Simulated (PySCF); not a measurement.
Distances in Å between the heavy atoms of a computed structure (PBE0-D3(BJ)/def2-SVP; lower triangle, same order across):
```
C1    0.00
C2    1.34  0.00
C3    2.47  1.45  0.00
C4    3.69  2.45  1.34  0.00
Cl5   5.17  4.06  2.70  1.72  0.00
```

Hydrogens: 2 on C1, 1 on C2, 1 on C3, 1 on C4.

Charge 0, singlet.

(1) Which heavy atoms are bonded, and with what formal order?

(2) Give the structure as a SMILES string.

(3) Describe the place of each heavy atom.

## Answers

(1) C1–C2 (double); C2–C3 (single); C3–C4 (double); C4–Cl5 (single).

(2) `C=C/C=C/Cl`, C4H5Cl, 1-chlorobutadiene. Among its features: C=C double bond and C–Cl bond.

(3) C1: terminal =CH2 carbon; C2: alkene CH carbon; C3: alkene CH carbon; C4: vinylic C–Cl carbon; Cl5: vinyl chlorine.

The values belong to the conformer `[CH2:1]=[CH:2]/[CH:3]=[CH:4]/[Cl:5]`: C1–C2–C3–C4 180°.
